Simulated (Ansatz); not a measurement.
A made-up structure of CH3BN (charge -1), singlet:

```csv
atom,x (Å),y (Å),z (Å)
B1,-0.6084,0.1171,-0.2456
C2,0.0861,-0.3931,1.1078
N3,0.8679,-0.1015,0.1629
H4,-1.2083,-0.7097,-0.9319
H5,-1.1084,1.2416,-0.2471
H6,1.8867,-0.1504,0.1546
```

It is relaxed with PBE-D4/def2-SVPD and then PBE0-D4/def2-TZVPD (Ansatz 0.2.0). Atoms count as bonded within 1.22 times the sum of their covalent radii (H–H: 0.88 Å). The end point is not checked to be a true minimum.

Does its bonding change? (Judge from chemistry; the calculation decides.)

Computed: No: no bond forms or breaks.

Where it ends: The first stage lowers the energy by 0.15 eV in 6 steps. It ends as CH₃BN ([BH2]1[C][NH]1), total charge -1:
B1  (-0.627, 0.103, -0.203)
C2  (0.082, -0.423, 1.195)
N3  (0.823, -0.108, 0.187)
H4  (-1.149, -0.704, -0.966)
H5  (-1.049, 1.254, -0.279)
H6  (1.835, -0.117, 0.066)
(Å)

Labels in which every atom is bracketed show which atoms are joined, not bond orders.

For scale, one of the runs: PBE0-D4/def2-TZVPD relaxation, 138 basis functions, launched by `ansatz run in.yaml --threads 2 --pin off --events-out ev --progress --plain --max-ram 4352MiB`. The run took about 15 s on 2 CPU threads of an Arm Neoverse V1 (shared host).
